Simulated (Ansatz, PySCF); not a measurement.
Gas-phase reaction in SMILES: CN (CH5N) + H+ → C[NH3+]
Each molecule is optimised on its own at B3LYP-D3(BJ)/def2-TZVP (Ansatz, an electronic-structure program).
Geometry of the first species:
```
C
H 1 1.0912
H 1 1.0912 2 107.19
H 1 1.0988 2 107.88 3 -115.94
N 1 1.4624 2 109.21 3 118.20
H 5 1.0129 1 110.75 2 -179.27
H 5 1.0129 6 106.88 1 120.72
```
Charge 0, spin multiplicity 1.

Quantity: proton affinity (enthalpy at 298 K, with B3LYP-D3(BJ) rigid-rotor harmonic-oscillator terms from PySCF), positive where the reaction releases energy, in kcal/mol. Correlated levels leave the core frozen unless marked. No spin-orbit coupling. No relativistic terms. CBS(X,Y): correlation extrapolated as X^-3; Hartree-Fock from the larger set. [CCSD(T)-MP2]/basis is that difference in the basis named.

From measured enthalpies of formation at 298 K: 215.0 kcal/mol (CN (CH5N) -5.0, ATcT 1.112; H+ 365.7, ATcT 1.112; C[NH3+] 145.7, ATcT 1.112). It holds spin-orbit effects, which the calculations lack, and core correlation, which the frozen-core levels lack.

```tsv
level	program	proton affinity (kcal/mol)	error against measurement
BP86/def2-TZVPD	PySCF	213.6	-1.4
B97M-V/def2-TZVPD	Ansatz	213.8	-1.2
r2SCAN0/def2-TZVPD	Ansatz	215.7	0.7
HSE06/def2-TZVPD	Ansatz	215.2	0.2
LC-wPBE-D3(BJ)/def2-TZVPD	Ansatz + dftd3	216.3	1.3
MP2/cc-pVDZ	Ansatz	220.0	5.0
MP2/def2-SVP	Ansatz	220.9	5.9
RI-MP2/CBS(def2-TZVPP,def2-QZVPP)	Ansatz	213.6	-1.4
CCSD/6-31G	Ansatz	225.9	10.9
CCSD(T)/STO-3G	Ansatz	270.4	55.4
CCSD(T)/6-31G	Ansatz	225.8	10.8
CCSD(T)/cc-pwCVTZ	Ansatz	217.5	2.5
RI-MP2/CBS(cc-pVTZ,cc-pVQZ)+[CCSD(T)-MP2]/cc-pVDZ	Ansatz	215.3	0.3
RI-MP2/CBS(def2-TZVPP,def2-QZVPP)+[CCSD(T)-MP2]/def2-SVP	Ansatz	215.0	0.0
RI-MP2/CBS(cc-pVTZ,cc-pVQZ)+[CCSD(T)-MP2]/cc-pVTZ	Ansatz	215.3	0.3
```
